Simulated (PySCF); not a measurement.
Gas-phase acidity of acrylonitrile

Molecule: acrylonitrile, `C=CC#N` (C3H3N). Atom numbers as in the mapped SMILES `[CH2:1]=[CH:2][C:3]#[N:4]`.

These are calculated values, ωB97X-D3(BJ)/def2-TZVPP in PySCF (grid level 4) at geometries from PBE0-D3(BJ)/ma-def2-SVP. ωB97X-D3(BJ) is ωB97X-V with D3(BJ) in place of VV10. Thermal corrections: PBE0-D3(BJ)/ma-def2-SVP frequencies, unscaled, ideal gas at 298.15 K and 1 bar, quasi-RRHO entropy.

| site | product | ΔH(acid) / eV | ΔG(acid) / eV | gas share | above best in toluene / eV |
| --- | --- | --- | --- | --- | --- |
| C2 (alkene carbon) | `C=[C-]C#N` | 16.38 | 16.05 | > 99.9 % | 0.000 |
| C1 (alkene carbon) | `[CH-]=CC#N` | 16.78 | 16.46 | < 0.1 % | 0.415 |

ΔH and ΔG refer to AH → A⁻ + H⁺ in the gas phase. Shares are Boltzmann weights among the listed products; an error of 10 kJ/mol changes a ratio about 56-fold. Sites whose products fell apart, merged with another or lost in a GFN2-xTB screen aren't listed. Values in solvent are IEF-PCM free energies relative to the most favourable product.

Of the listed sites C2 (alkene carbon) is favoured in the gas phase, 0.40 eV ahead of C1 in free energy.

In toluene the product from C2 is solvated 1.38 eV more strongly than the parent (electrostatics only).

Deprotonation enthalpy (ΔH): the gap is larger than usual, and may come from another state, site, conformer or species, from the functional or basis, or from an outlying measurement.

Measured values (NIST Chemistry WebBook, evaluated or the median of agreeing entries): deprotonation enthalpy (ΔH) 1553 kJ/mol (computed 1580, difference 28); gas-phase acidity (ΔG) 1528 kJ/mol (computed 1549, difference 20). These are compared with the most favourable site that keeps the skeleton.

Known limits: def2-TZVPP has no diffuse functions and serves anions poorly; one E/Z form of each vinyl-type anion was tried, and another may lie lower.

The single points of this level took 68 s of wall time on 1 thread of Arm Neoverse N1 (shared host), launched as `OMP_NUM_THREADS=1 python redox_run.py task.json out`.

Differences come from unrounded values, so a last digit can differ from that of the printed terms.
